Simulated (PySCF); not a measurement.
CH₂F₂, SMILES FCF. Atoms are numbered in the order given.

```xyz
5

F     -1.1064     0.0000     0.2914
C      0.0000     0.0000    -0.5066
F      1.1064     0.0000     0.2914
H      0.0000     0.9148    -1.1025
H      0.0000    -0.9148    -1.1025
```
Charge 0, spin multiplicity 1.

Coordinates come from a TPSSh-D3(BJ)/def2-TZVP optimisation.

Method: TPSSh-D3(BJ)/def2-TZVP (PySCF 2.14.0).

Harmonic, unscaled wavenumbers; measured fundamentals usually lie a few per cent lower.

| mode | ν (cm⁻¹) | IR (km/mol) | moving atoms (share of kinetic energy) |
|---|---|---|---|
| 1 | 517 | 4.3 | F 85 %, C 12 % |
| 2 | 1073 | 256.2 | C 58 %, F 37 % |
| 3 | 1106 | 101.6 | C 52 %, F 42 % |
| 4 | 1181 | 17.4 | H 65 %, C 29 % |
| 5 | 1265 | 0.0 | H 97 % |
| 6 | 1456 | 17.3 | H 86 %, C 12 % |
| 7 | 1536 | 0.8 | H 92 %, C 8 % |
| 8 | 3047 | 44.6 | H 96 % |
| 9 | 3121 | 41.8 | H 89 %, C 11 % |
